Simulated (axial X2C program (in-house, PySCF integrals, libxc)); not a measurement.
**Potential curves of LiB⁺, with spin–orbit coupling**

All values were computed with an axial X2C code built on PySCF integrals. Two-component (2c) means X2C with spin–orbit coupling and atomic mean-field two-electron Coulomb and Gaunt terms. Basis: B dyall-v3z [7s6p2d1f], Li dyall-cv3z [7s8p2d] (cores contracted in-house); Gaussian nuclei, density fitting, unrestricted open shells. Masses: B 11.009 u, Li 7.016 u.

State: Ω = 1/2 (⟨Sz⟩ = 0.50, ⟨Lz⟩ = 0.00 at HF). Energies in eV from the fragments at the same level (B + Li+). Fits are polynomials in 1 − R0/R over 0.85 to 1.23 times the lowest point R0.

```csv
R (Å),HF,MP2,CCSD
2.1445,-0.7184,-0.6607,
2.2431,-0.8042,-0.7469,-0.7192
2.3171,-0.8409,-0.7848,-0.7589
2.3910,-0.8597,-0.8053,-0.7815
2.4650,-0.8648,-0.8125,-0.7908
2.5513,-0.8574,-0.8080,-0.7889
2.6376,-0.8395,-0.7931,-0.7766
2.7485,-0.8057,-0.7635,-0.7500
2.8840,-0.7540,-0.7170,
3.0812,-0.6693,-0.6394,
```

Correlated methods: 3 electrons correlated (number of frozen shells: B 1 s; Li 1 s), 151 virtual spin orbitals or spinors in MP2, 47 natural virtuals in coupled cluster.

Occupations by symmetry block were frozen at the best pattern of an incomplete PBE0 search. De is counted from the lowest determinant-based energies of the atoms at the same level, without counterpoise correction. CCSD ran in a truncated set of natural virtual spinors with an MP2 remainder; without triples it tends to underbind. Coupled cluster ran on the points near the minimum only. MP2 and coupled cluster on one determinant become unreliable at the stretched end.

(1) Fit the HF curve near its minimum: give the equilibrium distance, the harmonic wavenumber and the well depth.

(2) Fit the MP2 curve near its minimum: give the equilibrium distance, the harmonic wavenumber and the well depth.

(3) What are Re, ωe and De at the CCSD level?

Answers

(1) At HF, 2c: Re = 2.460 Å, ωe ≈ 354 cm⁻¹, De = 0.86 eV to B + Li+; Be follows as 0.65 cm⁻¹.

(2) At MP2, 2c: Re = 2.476 Å, ωe ≈ 338 cm⁻¹, De = 0.81 eV to B + Li+; Be follows as 0.642 cm⁻¹.

(3) At CCSD, 2c: Re = 2.494 Å, ωe ≈ 328 cm⁻¹, De = 0.79 eV to B + Li+; Be follows as 0.633 cm⁻¹.
